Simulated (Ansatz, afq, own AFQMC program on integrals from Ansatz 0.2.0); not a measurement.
ScHClO, quartet: AFQMC among the cluster methods

```json
{"atom": "O", "x (Å)": "1.4634", "y (Å)": "1.9275", "z (Å)": "0.9531"}
{"atom": "Sc", "x (Å)": "2.1270", "y (Å)": "-0.2540", "z (Å)": "0.6771"}
{"atom": "Cl", "x (Å)": "2.8177", "y (Å)": "-2.4852", "z (Å)": "0.3860"}
{"atom": "H", "x (Å)": "2.1328", "y (Å)": "2.6092", "z (Å)": "0.7280"}
```

Connectivity, by distances: OH–Sc–Cl.

Basis def2-SVP. Only valence electrons are correlated. AFQMC by an in-house program on the Cholesky factors that Ansatz 0.2.0 writes for its CCSD(T) run. ph-AFQMC/CISD is guided by a CISD state made of CCSD amplitudes; releasing the constraint for a short imaginary time cuts its bias at the price of noise, slowly where states lie close. ± is one standard error of the sampling. The metal's outer-core s and p shells are frozen, which shifts wave-function levels against functionals.

Determinant: UHF, the one that the program's search chose, which needn't be the lowest solution. The geometry is a PBE0/def2-SVP stationary point of this or a neighbouring charge and spin state.

No full CI on the walks' own integrals is used here; CCSDT(Q) serves as the reference and is uncertain by about the last step of the cluster series.

Cautions: no relativity below Rb; outer-core shells of the metal frozen; higher spins were not checked; the ph-AFQMC/CISD walk drifts between its halves (2.1 errors).

- T1 diagnostic: 0.0124
- weight of the determinant in the CISD state: 0.887
- ⟨S²⟩ of the determinant: 3.758
- size of the correlated space: 17 electrons in 53 orbitals

Reference: CCSDT(Q), correlation energy -9.336 eV. The released energy is read at 2.60 1/Eh (meV from the phaseless value at times in 1/Eh: -9 ± 3 at 0.24, -10 ± 3 at 0.60, -18 ± 5 at 1.20, -18 ± 6 at 1.80, -11 ± 7 at 2.60).

```json
{"level": "HF", "E − E(reference) (mEh)": "343.08", "share of correlation (%)": "0.00"}
{"level": "MP2", "E − E(reference) (mEh)": "37.39", "share of correlation (%)": "89.10"}
{"level": "CCSD", "E − E(reference) (mEh)": "7.32", "share of correlation (%)": "97.87"}
{"level": "CCSD(T)", "E − E(reference) (mEh)": "1.37", "share of correlation (%)": "99.60"}
{"level": "CCSDT", "E − E(reference) (mEh)": "0.59", "share of correlation (%)": "99.83"}
{"level": "ph-AFQMC/CISD", "E − E(reference) (mEh)": "0.58 ± 0.12", "share of correlation (%)": "99.83"}
{"level": "released AFQMC", "E − E(reference) (mEh)": "0.16 ± 0.24", "share of correlation (%)": "99.95"}
```

Released energies are given only where the last usable release times agree within the noise; a slower fall can still hide under it.
